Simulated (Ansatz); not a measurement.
**BPH4 (SMILES BP): the energy, rung by rung**

BPH4: 6 atoms, total charge 0, spin state singlet. As SMILES, `BP`. The coordinates come from a GFN2-xTB relaxation.

```tsv
atom	x (Å)	y (Å)	z (Å)
B	0.0027	-0.8680	0.1189
P	0.3787	0.9288	0.2596
H	-0.7775	-1.3512	0.8429
H	0.6592	-1.5409	-0.5759
H	0.5991	1.3191	-1.0437
H	-0.8623	1.5122	0.3982
```

Each level gives the energy change with the P2–H5 bond stretched from 1.378 to 2.757 Å (eV). The values are calculated.

```json
{"level": "HF/STO-3G (restricted)", "kind": "Hartree–Fock", "program": "Ansatz", "value (eV)": "7.55", "less FCI/STO-3G": "+3.42", "CPU time (all runs)": "0.16 s"}
{"level": "BLYP/STO-3G (restricted)", "kind": "GGA", "program": "Ansatz", "value (eV)": "4.95", "less FCI/STO-3G": "+0.82", "CPU time (all runs)": "1.4 s"}
{"level": "PBE/STO-3G (restricted)", "kind": "GGA", "program": "Ansatz", "value (eV)": "5.13", "less FCI/STO-3G": "+1.00", "CPU time (all runs)": "1.4 s"}
{"level": "r2SCAN/STO-3G (restricted)", "kind": "meta-GGA", "program": "Ansatz", "value (eV)": "5.49", "less FCI/STO-3G": "+1.36", "CPU time (all runs)": "3 s"}
{"level": "HSE06/STO-3G (restricted)", "kind": "range-separated hybrid", "program": "Ansatz", "value (eV)": "5.81", "less FCI/STO-3G": "+1.68", "CPU time (all runs)": "1.7 s"}
{"level": "RPA@PBE/STO-3G (restricted)", "kind": "RPA", "program": "Ansatz", "value (eV)": "4.87", "less FCI/STO-3G": "+0.74", "CPU time (all runs)": "2 s"}
{"level": "MP2/STO-3G (restricted)", "kind": "perturbation theory", "program": "Ansatz", "value (eV)": "5.61", "less FCI/STO-3G": "+1.48", "CPU time (all runs)": "0.2 s"}
{"level": "CCSDTQ/STO-3G (restricted)", "kind": "coupled cluster or CI", "program": "Ansatz", "value (eV)": "4.13", "less FCI/STO-3G": "0.00", "CPU time (all runs)": "5.3 s"}
{"level": "FCI/STO-3G", "kind": "exact in the basis", "program": "Ansatz", "value (eV)": "4.13", "less FCI/STO-3G": "0.00", "CPU time (all runs)": "6.3 s"}
```

FCI/STO-3G is exact within its basis and frozen core, so for wave-function methods in that basis the difference is their error; functionals converge differently with the basis, so for them it is only a difference. A spin-restricted reference rises too steeply as a bond breaks; here HF/STO-3G, BLYP/STO-3G, PBE/STO-3G, r2SCAN/STO-3G, HSE06/STO-3G, RPA@PBE/STO-3G, MP2/STO-3G lie well above the multireference or unrestricted value. The first shape isn't each level's own minimum. The values span 4.13 to 7.55 eV. All rows use very small basis sets, so none should be taken for the real molecule's value. In so small a basis fixed costs decide the times, and correlated methods can beat functionals. CPU times are rough (shared hosts, several kinds of processor and program).
